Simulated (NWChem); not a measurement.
System: methylamine (CH$_{5}$N); SMILES CN

Input file for NWChem:

```
start job
memory heap 200 mb stack 900 mb global 1100 mb
geometry units angstroms noautosym nocenter noautoz
  C     -0.007721     0.690034     0.000000
  N     -0.096730    -0.753659     0.000000
  H     -0.528114     1.096772    -0.881724
  H     -0.528114     1.096772     0.881724
  H      1.016671     1.119737     0.000000
  H      0.376435    -1.141446    -0.813320
  H      0.376435    -1.141446     0.813320
end
basis spherical
  C library def2-tzvp
  N library def2-tzvp
  H library def2-tzvp
end
dft
  xc pbe0
  iterations 150
end
property
  shielding 5 1 2 3 5 6
end
task dft property
```

Excerpt of the output:

```
             Northwest Computational Chemistry Package (NWChem) 7.3.0
             --------------------------------------------------------

                             Geometry "geometry" -> ""
                             -------------------------

 Output coordinates in angstroms (scale by  1.889725989 to convert to a.u.)

  No.       Tag          Charge          X              Y              Z
 ---- ---------------- ---------- -------------- -------------- --------------
    1 C                    6.0000    -0.00772100     0.69003400     0.00000000
    2 N                    7.0000    -0.09673000    -0.75365900     0.00000000
    3 H                    1.0000    -0.52811400     1.09677200    -0.88172400
    4 H                    1.0000    -0.52811400     1.09677200     0.88172400
    5 H                    1.0000     1.01667100     1.11973700     0.00000000
    6 H                    1.0000     0.37643500    -1.14144600    -0.81332000
    7 H                    1.0000     0.37643500    -1.14144600     0.81332000

 Effective nuclear repulsion energy (a.u.)      42.0591357843

                              NWChem Property Module
                              ----------------------

  itol2e modified to match energy
  convergence criterion.

                                 NWChem DFT Module
                                 -----------------

 Summary of "ao basis" -> "ao basis" (spherical)
 ------------------------------------------------------------------------------
       Tag                 Description            Shells   Functions and Types
 ---------------- ------------------------------  ------  ---------------------
 C                         def2-tzvp                11       31   5s3p2d1f
 N                         def2-tzvp                11       31   5s3p2d1f
 H                         def2-tzvp                 4        6   3s1p

  itol2e modified to match energy
  convergence criterion.

            General Information
            -------------------
          SCF calculation type: DFT
          Wavefunction type:  closed shell.
          No. of atoms     :     7
          No. of electrons :    18
           Alpha electrons :     9
            Beta electrons :     9
          Charge           :     0
          Spin multiplicity:     1
          Use of symmetry is: off; symmetry adaption is: off
          Maximum number of iterations: 150
          AO basis - number of functions:    92
                     number of shells:    42
          Convergence on energy requested:  1.00D-07
          Convergence on density requested:  1.00D-05
          Convergence on gradient requested:  5.00D-04

              XC Information
              --------------
                         PBE0 Method XC Functional
                     Hartree-Fock (Exact) Exchange  0.250
          PerdewBurkeErnzerhof Exchange Functional  0.750
            Perdew 1991 LDA Correlation Functional  1.000 local
           PerdewBurkeErnz. Correlation Functional  1.000 non-local

             Grid Information
             ----------------
          Grid used for XC integration:  fine
          Radial quadrature: Mura-Knowles
          Angular quadrature: Lebedev.
          Tag              B.-S. Rad. Rad. Pts. Rad. Cut. Ang. Pts.
          ---              ---------- --------- --------- ---------
          C                   0.70       70           8.0       590
          N                   0.65       70           8.0       590
          H                   0.35       60          10.0       590
          Grid pruning is: on
          Number of quadrature shells:   440
          Spatial weights used:  Erf1

      Superposition of Atomic Density Guess
      -------------------------------------

 Sum of atomic energies:         -94.48192602

      Non-variational initial energy
      ------------------------------

 Total energy =     -95.651679
 1-e energy   =    -209.189494
 2-e energy   =      71.478680
 HOMO         =      -0.317874
 LUMO         =       0.067657

   convergence    iter        energy       DeltaE   RMS-Dens  Diis-err
 ---------------- ----- ----------------- --------- --------- ---------
 d= 0,ls=0.0,diis     1    -95.7511074253 -1.38D+02  4.28D-03  2.84D-01
 d= 0,ls=0.0,diis     2    -95.7624838974 -1.14D-02  2.33D-03  1.41D-01
 d= 0,ls=0.0,diis     3    -95.7740435049 -1.16D-02  7.29D-04  3.04D-02
 d= 0,ls=0.0,diis     4    -95.7769853734 -2.94D-03  1.10D-04  2.31D-04
 d= 0,ls=0.0,diis     5    -95.7770106153 -2.52D-05  1.92D-05  8.50D-06
 d= 0,ls=0.0,diis     6    -95.7770114922 -8.77D-07  6.05D-06  1.48D-06
 d= 0,ls=0.0,diis     7    -95.7770116668 -1.75D-07  1.58D-06  2.62D-08
 d= 0,ls=0.0,diis     8    -95.7770116705 -3.73D-09  3.91D-07  5.37D-10

         Total DFT energy =      -95.777011670521
      One electron energy =     -211.702368915414
           Coulomb energy =       87.955254435193
    Exchange-Corr. energy =      -14.089032974631
 Nuclear repulsion energy =       42.059135784331

 Numeric. integr. density =       17.999999416206

                       DFT Final Molecular Orbital Analysis
                       ------------------------------------

 Vector    7  Occ=2.000000D+00  E=-4.137157D-01
              MO Center= -3.2D-02,  4.3D-01, -4.1D-10, r^2= 1.7D+00
   Bfn.  Coefficient  Atom+Function         Bfn.  Coefficient  Atom+Function
  ----- ------------  ---------------      ----- ------------  ---------------
     6      0.254910  1 C  px                 9      0.199665  1 C  px
    38      0.194230  2 N  py                 7     -0.171083  1 C  py
    41      0.162254  2 N  py                64     -0.135465  3 H  s
    70     -0.135465  4 H  s                 76      0.133726  5 H  s
    10     -0.130831  1 C  py                75      0.094791  5 H  s

 Vector    8  Occ=2.000000D+00  E=-3.731595D-01
              MO Center= -1.7D-01,  4.6D-01,  3.6D-10, r^2= 1.9D+00
   Bfn.  Coefficient  Atom+Function         Bfn.  Coefficient  Atom+Function
  ----- ------------  ---------------      ----- ------------  ---------------
     8      0.285309  1 C  pz                11      0.218518  1 C  pz
    64     -0.200708  3 H  s                 70      0.200708  4 H  s
    39     -0.172439  2 N  pz                42     -0.132775  2 N  pz
    63     -0.133368  3 H  s                 69      0.133368  4 H  s
    82      0.125845  6 H  s                 88     -0.125845  7 H  s

 Vector    9  Occ=2.000000D+00  E=-2.501889D-01
              MO Center= -1.3D-01, -4.9D-01,  5.7D-12, r^2= 1.6D+00
   Bfn.  Coefficient  Atom+Function         Bfn.  Coefficient  Atom+Function
  ----- ------------  ---------------      ----- ------------  ---------------
    37      0.369264  2 N  px                40      0.315837  2 N  px
    43      0.316834  2 N  px                35     -0.161587  2 N  s
    76     -0.158964  5 H  s                 77     -0.134707  5 H  s
    44      0.115530  2 N  py                36     -0.113107  2 N  s
     6     -0.109879  1 C  px                34     -0.102568  2 N  s

 Vector   10  Occ=0.000000D+00  E= 4.271925D-02
              MO Center=  5.3D-01, -5.9D-01, -2.1D-10, r^2= 5.4D+00
   Bfn.  Coefficient  Atom+Function         Bfn.  Coefficient  Atom+Function
  ----- ------------  ---------------      ----- ------------  ---------------
     5      2.132142  1 C  s                 36      1.546889  2 N  s
    83     -1.069585  6 H  s                 89     -1.069585  7 H  s
    77     -1.006872  5 H  s                 65     -0.910829  3 H  s
    71     -0.910829  4 H  s                 13      0.558202  1 C  py
    43      0.384653  2 N  px                44     -0.263490  2 N  py

 Vector   11  Occ=0.000000D+00  E= 8.519946D-02
              MO Center=  5.5D-02,  9.6D-01,  1.4D-09, r^2= 6.2D+00
   Bfn.  Coefficient  Atom+Function         Bfn.  Coefficient  Atom+Function
  ----- ------------  ---------------      ----- ------------  ---------------
     5      4.569471  1 C  s                 36     -2.131015  2 N  s
    65     -1.759007  3 H  s                 71     -1.759007  4 H  s
    77     -1.587417  5 H  s                 83      0.543115  6 H  s
    89      0.543115  7 H  s                 44     -0.505259  2 N  py
    10     -0.222247  1 C  py                 3      0.201130  1 C  s

 Vector   12  Occ=0.000000D+00  E= 1.045054D-01
              MO Center=  2.7D-01, -6.6D-01,  9.2D-11, r^2= 5.9D+00
   Bfn.  Coefficient  Atom+Function         Bfn.  Coefficient  Atom+Function
  ----- ------------  ---------------      ----- ------------  ---------------
    83      1.622890  6 H  s                 89     -1.622890  7 H  s
    65      0.909320  3 H  s                 71     -0.909320  4 H  s
    45      0.864990  2 N  pz                14      0.344806  1 C  pz
    39      0.202899  2 N  pz                64     -0.187845  3 H  s
    70      0.187845  4 H  s                  8      0.140945  1 C  pz

     Multipole analysis of the density
     ---------------------------------

     L   x y z        total         alpha         beta         nuclear
     -   - - -        -----         -----         ----         -------
     0   0 0 0     -0.000000     -9.000000     -9.000000     18.000000

     1   1 0 0      0.525610      0.272370      0.272370     -0.019130
     1   0 1 0      0.073725      0.136092      0.136092     -0.198459
     1   0 0 1     -0.000000     -0.000000     -0.000000      0.000000

     2   2 0 0    -11.377909     -9.154119     -9.154119      6.930328
     2   1 1 0     -1.608436     -0.088123     -0.088123     -1.432190
     2   1 0 1     -0.000000     -0.000000     -0.000000      0.000000
     2   0 2 0    -10.406985    -28.590966    -28.590966     46.774948
     2   0 1 1     -0.000000     -0.000000     -0.000000      0.000000
     2   0 0 2     -9.371729     -9.824364     -9.824364     10.276999

          -----------------------------------------
          Chemical Shielding Tensors (GIAO, in ppm)
          -----------------------------------------

                                NWChem CPHF Module
                                ------------------

  scftype          =     RHF
  nclosed          =        9
  nopen            =        0
  variables        =      747
  # of vectors     =        3
  tolerance        = 0.10D-03
  level shift      = 0.00D+00
  max iterations   =       50
  max subspace     =       30

 SCF residual:    4.6906993122012032E-006

Iterative solution of linear equations
  No. of variables      747
  No. of equations        3
  Maximum subspace       30
        Iterations       50
       Convergence  1.0D-04

   iter   nsub   residual    time
   ----  ------  --------  ---------
     1      3    2.77D-01      23.2
     2      6    1.82D-02      26.0
     3      9    7.90D-04      28.6
     4     12    6.16D-05      31.3

      Atom:    1  C
        Diamagnetic
    241.9053      1.5853     -0.0000
      1.5853    256.1071      0.0000
     -0.0000      0.0000    240.7599

        Paramagnetic
    -95.8570     -0.3453      0.0000
     -0.3453    -69.5408     -0.0000
      0.0000     -0.0000   -108.0234

        Total Shielding Tensor
    146.0483      1.2400      0.0000
      1.2400    186.5663     -0.0000
      0.0000     -0.0000    132.7365

           isotropic =     155.1170
          anisotropy =      47.2308

          Principal Components and Axis System
                 1           2           3
              186.6042    146.0104    132.7365

      1         0.0306      0.9995     -0.0000
      2         0.9995     -0.0306      0.0000
      3        -0.0000      0.0000      1.0000

      Atom:    2  N
        Diamagnetic
    298.9132     -6.6388      0.0000
     -6.6388    326.5118      0.0000
      0.0000      0.0000    315.4516

        Paramagnetic
    -85.0169      4.2638     -0.0000
      4.2638    -78.0190     -0.0000
     -0.0000     -0.0000    -38.6827

        Total Shielding Tensor
    213.8963     -2.3750     -0.0000
     -2.3750    248.4928      0.0000
     -0.0000      0.0000    276.7689

           isotropic =     246.3860
          anisotropy =      45.5743

          Principal Components and Axis System
                 1           2           3
              276.7689    248.6551    213.7340

      1        -0.0000     -0.0682      0.9977
      2         0.0000      0.9977      0.0682
      3         1.0000     -0.0000      0.0000

      Atom:    3  H
        Diamagnetic
     26.7749     -2.9062      4.9962
     -2.9062     29.5470     -5.0577
      4.9962     -5.0577     32.3461

        Paramagnetic
      0.4815      1.2753     -2.7049
      1.2753      2.0884      1.9176
     -2.7049      1.9176     -3.9306

        Total Shielding Tensor
     27.2564     -1.6309      2.2913
     -1.6309     31.6355     -3.1401
      2.2913     -3.1401     28.4155

           isotropic =      29.1025
          anisotropy =       8.0931

          Principal Components and Axis System
                 1           2           3
               34.4979     27.4464     25.3631

      1        -0.3424      0.6284      0.6985
      2         0.7761      0.6082     -0.1668
      3        -0.5296      0.4850     -0.6959

      Atom:    4  H
        Diamagnetic
     34.7594      6.3296      0.0000
      6.3296     29.4801      0.0000
      0.0000      0.0000     23.1822

        Paramagnetic
     -4.1963     -2.2420      0.0000
     -2.2420      2.3988     -0.0000
      0.0000     -0.0000      0.9057

        Total Shielding Tensor
     30.5631      4.0876      0.0000
      4.0876     31.8789      0.0000
      0.0000      0.0000     24.0879

           isotropic =      28.8433
          anisotropy =       9.7769

          Principal Components and Axis System
                 1           2           3
               35.3612     27.0808     24.0879

      1         0.6485      0.7612     -0.0000
      2         0.7612     -0.6485      0.0000
      3         0.0000      0.0000      1.0000

      Atom:    5  H
        Diamagnetic
     25.4925     -4.3346     -6.0194
     -4.3346     30.7187      6.4041
     -6.0194      6.4041     35.2823

        Paramagnetic
      1.2847      1.3148      1.6438
      1.3148      1.9550     -2.1494
      1.6438     -2.1494      0.3864

        Total Shielding Tensor
     26.7772     -3.0199     -4.3756
     -3.0199     32.6737      4.2546
     -4.3756      4.2546     35.6688

           isotropic =      31.7065
          anisotropy =      13.5054

          Principal Components and Axis System
                 1           2           3
               40.7101     29.6614     24.7481

      1        -0.3565      0.0107      0.9342
      2         0.5383      0.8197      0.1960
      3         0.7637     -0.5727      0.2980
```

Level: PBE0/def2-TZVP, GIAO. Coordinates come from a PBE0/def2-SVP optimisation. The output numbers the shielded atoms by their place in the input's list. The printed shielding anisotropy is the first printed principal value minus the mean of the other two.
